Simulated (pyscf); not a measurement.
**Routes from `[Cl][InH][Cl]` + `[H][H]`**

Candidate steps break at most two bonds and form at most two. Each was searched with GFN2-xTB (tblite) first. Structures and frequencies: ωB97X-D3(BJ)/def2-SVP in PySCF. Energies: ωB97M-D3(BJ)/def2-TZVP, kcal/mol, from the separated reactants, singlet surface; ΔG‡ with ideal gas, 1 atm, RRHO with modes under 100 cm⁻¹ raised to 100, one conformer, R ln 2 for chiral ones without a mode under 150 cm⁻¹.

```tsv
products	type	ΔE‡	ΔE	ΔG‡ 298 K	ΔG‡ 900 K	ν‡ (cm⁻¹)
HCl + Cl–InH₂	four-centre exchange	30.9	+21.9	38.9	56.5	1173i
Cl–InH–Cl + H₂	four-centre exchange	48.2	0.0	57.0	75.5	1948i
```

Row 1: On the product side the descent ends in an adduct with a Cl–In contact, 10.5 kcal/mol under the separated species and 15.8 kcal/mol under the saddle at ωB97X-D3(BJ)/def2-TZVP. 

Plain bond fissions and candidates not yet searched are not listed, and one of them may be faster. Each barrier is that of the saddle found; lower ones may exist. Elements past Kr carry the def2 core potentials, without spin-orbit coupling.
